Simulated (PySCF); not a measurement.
Level sweep

Species: methylcyclopentane, C₆H₁₂.
Numbering: `[CH3:1][CH:2]1[CH2:3][CH2:4][CH2:5][CH2:6]1` (hydrogens: H7, H8, H9 on C1; H10 on C2; H11, H12 on C3; H13, H14 on C4; H15, H16 on C5; H17, H18 on C6)

PySCF, dipoles from the SCF density, polarisabilities from static response with core orbitals frozen. One conformer (not necessarily the lowest) at the PBE0-D3(BJ)/def2-SVP geometry, without solvent, vibrations or thermal averaging.

Question: How do dipole and polarisability depend on functional and basis here?

Answer: 

| level | μ (D) | α (Å³) | anisotropy (Å³) |
| --- | --- | --- | --- |
| LDA/def2-SVPD | 0.109 | 11.04 | 2.16 |
| LC-wPBE/def2-SVPD | 0.087 | 10.15 | 1.80 |
| HF/def2-SVPD | 0.088 | 9.93 | 1.69 |
| PBE0/6-31G* | 0.078 | 9.05 | 1.35 |
| PBE0/6-31+G* | 0.102 | 9.97 | 1.76 |
| PBE0/def2-SVP | 0.077 | 9.40 | 1.52 |
| PBE0/aug-cc-pVDZ | 0.104 | 10.76 | 2.12 |
| PBE0/def2-TZVP | 0.099 | 10.42 | 1.97 |

The anisotropy is √(½[(α1 − α2)² + (α2 − α3)² + (α3 − α1)²]). The dipole runs from 0.08 D (PBE0/def2-SVP) to 0.11 D (LDA/def2-SVPD). No reference polarisability is at hand; against PBE0 in the largest diffuse basis at hand (aug-cc-pVDZ) the other PBE0 rows deviate by 6-31G* -16%, 6-31+G* -7%, def2-SVP -13%, def2-TZVP -3%. With PBE0 the polarisability is 9.62 Å³ without diffuse functions (mean of 6-31G*, def2-SVP and def2-TZVP) and 10.36 Å³ with them (mean of 6-31+G* and aug-cc-pVDZ).
